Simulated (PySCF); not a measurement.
Bonds broken one at a time in the series B F-Br. Isolated molecules, 0 K electronic values unless said otherwise. Strings in code marks are SMILES.

Computed with PySCF 2.14.0 with B3LYP-D3(BJ)/def2-TZVP // PBE0-D4/def2-TZVP. B3LYP has the VWN-RPA correlation part, as in Gaussian. 

| species | dipole moment (D) |
|---|---|
| whole molecule (`FB(F)F`) | 0.00 |
| whole molecule (`FB(Br)F`) | … |
| radical fragment (`F[B]Br`) | 0.11 |
| radical fragment (`Br[B]Br`) | 0.42 |

### Question
Some entries are withheld; supply them.

### Answer

- whole molecule (`FB(Br)F`), dipole moment (D): 0.29
